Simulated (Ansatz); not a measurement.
**Worked example: GeCl$_{2}$⁺, doublet against GeCl2, singlet**

Geometry (PBE0/def2-TZVP stationary point of a singlet), kept for both states (GeCl2, singlet: A1; GeCl2⁺, doublet: A1):

```tsv
atom	x (Å)	y (Å)	z (Å)
Ge	0.0000	-0.6920	0.0000
Cl	0.0000	0.7089	-1.6730
Cl	0.0000	0.7089	1.6730
```

Basis cc-pVTZ; Ansatz 0.2.0. Correlated methods freeze the noble-gas cores and the filled d shells of p-block atoms. Prefix R: restricted or restricted open-shell reference; prefix U: unrestricted. No spin–orbit coupling is included, and no scalar relativity.

Full CI isn't at hand for all of this; UCCSDT(Q) serves as the reference, and is uncertain by about the last step of the cluster series.

| level | E(GeCl2, singlet) (hartree) | E(GeCl2⁺, doublet) (hartree) |
| --- | --- | --- |
| UHF | -2994.537847 | -2994.184515 |
| UMP2 | -2995.001168 | -2994.623468 |
| UCCSD(T) | -2995.060632 | -2994.684758 |
| PBE | -2996.886523 | -2996.515352 |
| r2SCAN | -2997.500191 | -2997.123825 |
| UCCSDT(Q) | -2995.063061 | -2994.688244 |

Problem. Give the vertical gap, GeCl2⁺ doublet less GeCl2 singlet, at each level in eV (1 hartree = 27.2114 eV), and each error against UCCSDT(Q).

Solution. UCCSDT(Q): (-2994.688244 − (-2995.063061)) × 27.2114 = 10.199 eV (the reference)
r2SCAN: (-2997.123825 − (-2997.500191)) × 27.2114 = 10.241 eV, error 0.042 eV
PBE: (-2996.515352 − (-2996.886523)) × 27.2114 = 10.100 eV, error -0.099 eV
UCCSD(T): (-2994.684758 − (-2995.060632)) × 27.2114 = 10.228 eV, error 0.029 eV
UMP2: (-2994.623468 − (-2995.001168)) × 27.2114 = 10.278 eV, error 0.079 eV
UHF: (-2994.184515 − (-2994.537847)) × 27.2114 = 9.615 eV, error -0.584 eV

Total energies of functionals can't be set beside those of wave-function methods, since they hold the core's correlation and their own absolute errors; only the differences compare.

The reference still carries a basis error, for a change of charge of the order of 0.1 eV, so smaller errors of functionals can't be ranked.

Each level lands on the state that its own search finds. T1 diagnostics of restricted CCSD: 0.013 and 0.032.
